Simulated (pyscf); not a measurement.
Single points on ωB97X-D3(BJ)/def2-SVP structures (PySCF, gas phase).

Question: Estimate the classical barrier height and the reaction energy of `[SiH2]=[PH]` + `[OH2]` → `[OH][SiH]=[PH]` + `[H][H]` at ωB97M-D3(BJ)/def2-TZVP. The step runs on the singlet surface, breaks H–Si, H–O and forms O–Si, H–H; take the separated reactants as zero.

Answer: ΔE‡ = 80.9 kJ/mol, ΔE = -78.9 kJ/mol. Zero-point energy shifts the barrier by -0.4 kJ/mol. It is a four-centre exchange, with an imaginary mode of 1499i cm⁻¹. On the reactant side the descent ends in an adduct with a O–Si contact (not fully relaxed), 44.9 kJ/mol under the separated species and 128.4 kJ/mol under the saddle at ωB97X-D3(BJ)/def2-TZVP. What is counted as formed (O–Si) is already present as a longer contact in the reactant adduct; forming that adduct is a step of its own. The same reactants have a lower exit, to HO–SiH₂–PH₂ (barrier -28.1 kJ/mol at ωB97M-D3(BJ)/def2-TZVP, against +80.9 kJ/mol here). One saddle was located; it need not be the lowest between these sides.
